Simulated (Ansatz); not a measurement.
Rutile MnF2 was calculated with r²SCAN+rVV10 (Ansatz, a program for electronic structure, PAW).

Numerical settings: plane-wave cutoff 560 eV, 8×8×10 k mesh (along the axes of the cell as run), Fermi–Dirac smearing 0.01 eV, spin-polarised with opposed moments, scalar-relativistic PAW data made under PBE.

Shape and atoms are relaxed at each volume.

Pressure at four volumes; x = ln(V/12.854 Å³). One pressure is withheld.

```tsv
V (Å³/atom)	x	P (GPa)
12.340	-0.0408	4.46
12.854	0.0000	-0.01
13.111	0.0198	-1.90
13.368	0.0392	?
```

Problem. Pass a parabola P(x) through the three rows shown, estimate the bulk modulus and its pressure derivative near zero pressure, and predict the withheld pressure.

Solution. Slopes between the rows: (-0.01 − (4.46))/(0.0000 − (-0.0408)) = -109.56 and (-1.90 − (-0.01))/(0.0198 − (0.0000)) = -95.45 GPa. Their difference over the span 0.0606 is c = 14.11/0.0606 = 232.8 GPa, so P(x) = 4.46 + (-109.56)(x − (-0.0408)) + 232.8 (x − (-0.0408))(x − (0.0000)). At the middle row B = −dP/dx = −[-109.56 + 232.8 × 0.0408] = 100.1 GPa, and B′ = dB/dP = 2c/B = 4.7. At x = 0.0392 the parabola gives -3.57 GPa; the run gives -3.58 GPa. The Birch–Murnaghan fit to the energies at all volumes has B0 = 99.8 GPa and B′ = 4.6.

Note: without U or exact exchange, gaps and moments of open d shells tend to come out too small; the bulk modulus comes from volumes at which shape and atoms were relaxed.
